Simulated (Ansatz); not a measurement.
Molecular dynamics, step by step

BNH5F, singlet, PBE0-D4/def2-SVP (Ansatz 0.2.0). Settings (timestep in fs, temperature in K; T counts 18 degrees of freedom):

```yaml
hamiltonian: {xc: pbe0, dispersion: d4}
md: {n_steps: 30, timestep: 0.5, temperature: 200, ensemble: nvt_nose_hoover, seed: 102, initial_velocities: maxwell_boltzmann}
```

Start, the saddle point found with PBE0-D4 in triple zeta (not stationary at another level):

B1  (0.353, 0.291, 0.589)
N2  (-0.321, -0.720, -0.301)
H3  (1.545, 0.255, 0.630)
H4  (-0.290, 0.708, 1.504)
H5  (-0.338, 0.504, -0.971)
F6  (0.027, 1.483, -0.711)
H7  (-1.221, -1.080, -0.021)
H8  (0.245, -1.442, -0.719)
(Å)

```json
{"step": "0", "time (fs)": "0.00", "potential energy less the start (meV)": "0.0", "kinetic energy (meV)": "155.1", "T (K)": "200"}
{"step": "2", "time (fs)": "1.00", "potential energy less the start (meV)": "14.0", "kinetic energy (meV)": "141.4", "T (K)": "182"}
{"step": "4", "time (fs)": "2.00", "potential energy less the start (meV)": "26.4", "kinetic energy (meV)": "129.1", "T (K)": "166"}
{"step": "6", "time (fs)": "3.00", "potential energy less the start (meV)": "32.4", "kinetic energy (meV)": "122.9", "T (K)": "158"}
{"step": "8", "time (fs)": "4.00", "potential energy less the start (meV)": "43.2", "kinetic energy (meV)": "112.0", "T (K)": "144"}
{"step": "10", "time (fs)": "5.00", "potential energy less the start (meV)": "64.0", "kinetic energy (meV)": "91.4", "T (K)": "118"}
{"step": "12", "time (fs)": "6.00", "potential energy less the start (meV)": "85.3", "kinetic energy (meV)": "70.3", "T (K)": "91"}
{"step": "14", "time (fs)": "7.00", "potential energy less the start (meV)": "95.6", "kinetic energy (meV)": "60.0", "T (K)": "77"}
{"step": "16", "time (fs)": "8.00", "potential energy less the start (meV)": "95.3", "kinetic energy (meV)": "60.2", "T (K)": "78"}
{"step": "18", "time (fs)": "9.00", "potential energy less the start (meV)": "92.0", "kinetic energy (meV)": "63.5", "T (K)": "82"}
{"step": "20", "time (fs)": "10.00", "potential energy less the start (meV)": "86.1", "kinetic energy (meV)": "69.6", "T (K)": "90"}
{"step": "22", "time (fs)": "11.00", "potential energy less the start (meV)": "67.3", "kinetic energy (meV)": "88.5", "T (K)": "114"}
{"step": "24", "time (fs)": "12.00", "potential energy less the start (meV)": "32.3", "kinetic energy (meV)": "123.5", "T (K)": "159"}
{"step": "26", "time (fs)": "13.00", "potential energy less the start (meV)": "-10.2", "kinetic energy (meV)": "166.1", "T (K)": "214"}
{"step": "28", "time (fs)": "14.00", "potential energy less the start (meV)": "-59.2", "kinetic energy (meV)": "215.5", "T (K)": "278"}
{"step": "30", "time (fs)": "15.00", "potential energy less the start (meV)": "-129.4", "kinetic energy (meV)": "286.1", "T (K)": "369"}
```

Step 2, positions (Å) and forces (eV/Å):

| atom | x | y | z | Fx | Fy | Fz |
| --- | --- | --- | --- | --- | --- | --- |
| B1 | 0.352 | 0.293 | 0.584 | -0.068 | 0.194 | -0.434 |
| N2 | -0.321 | -0.719 | -0.297 | -0.059 | 0.623 | -0.121 |
| H3 | 1.542 | 0.232 | 0.624 | 0.345 | -0.045 | 0.033 |
| H4 | -0.281 | 0.707 | 1.496 | -0.290 | 0.132 | 0.459 |
| H5 | -0.335 | 0.494 | -0.984 | 0.052 | 0.109 | 0.167 |
| F6 | 0.027 | 1.482 | -0.710 | -0.004 | -0.244 | 0.007 |
| H7 | -1.224 | -1.084 | -0.046 | -0.389 | -0.155 | 0.195 |
| H8 | 0.256 | -1.422 | -0.710 | 0.413 | -0.614 | -0.305 |

Step 8, positions (Å) and forces (eV/Å):

```json
{"atom": "B1", "x": "0.348", "y": "0.300", "z": "0.570", "Fx": "0.165", "Fy": "0.430", "Fz": "0.087"}
{"atom": "N2", "x": "-0.321", "y": "-0.714", "z": "-0.286", "Fx": "-0.178", "Fy": "-0.412", "Fz": "-1.050"}
{"atom": "H3", "x": "1.549", "y": "0.163", "z": "0.608", "Fx": "-0.018", "Fy": "0.167", "Fz": "0.017"}
{"atom": "H4", "x": "-0.273", "y": "0.711", "z": "1.500", "Fx": "-0.142", "Fy": "0.138", "Fz": "0.326"}
{"atom": "H5", "x": "-0.321", "y": "0.469", "z": "-1.011", "Fx": "0.037", "Fy": "0.097", "Fz": "0.447"}
{"atom": "F6", "x": "0.026", "y": "1.479", "z": "-0.704", "Fx": "0.092", "Fy": "-0.370", "Fz": "-0.031"}
{"atom": "H7", "x": "-1.249", "y": "-1.101", "z": "-0.112", "Fx": "0.269", "Fy": "0.130", "Fz": "0.179"}
{"atom": "H8", "x": "0.308", "y": "-1.397", "z": "-0.698", "Fx": "-0.225", "Fy": "-0.179", "Fz": "0.024"}
```

Step 26, positions (Å) and forces (eV/Å):

```csv
atom,x,y,z,Fx,Fy,Fz
B1,0.345,0.344,0.551,0.104,0.616,-0.034
N2,-0.323,-0.714,-0.299,-0.349,-0.093,-0.988
H3,1.516,0.102,0.569,0.422,0.299,0.088
H4,-0.223,0.741,1.516,-0.269,0.124,0.354
H5,-0.318,0.357,-0.941,-0.313,-0.852,-0.321
F6,0.027,1.462,-0.686,0.434,-0.075,0.687
H7,-1.257,-1.098,-0.178,0.090,0.133,0.317
H8,0.322,-1.412,-0.651,-0.118,-0.152,-0.103
```

Last step (30):

B1  (0.345, 0.360, 0.553)
N2  (-0.325, -0.715, -0.310)
H3  (1.518, 0.128, 0.567)
H4  (-0.210, 0.748, 1.517)
H5  (-0.345, 0.274, -0.936)
F6  (0.030, 1.458, -0.680)
H7  (-1.269, -1.091, -0.156)
H8  (0.318, -1.450, -0.655)
(Å)

The run took about 23 s on 2 CPU threads of an Arm Neoverse V2 (shared host).
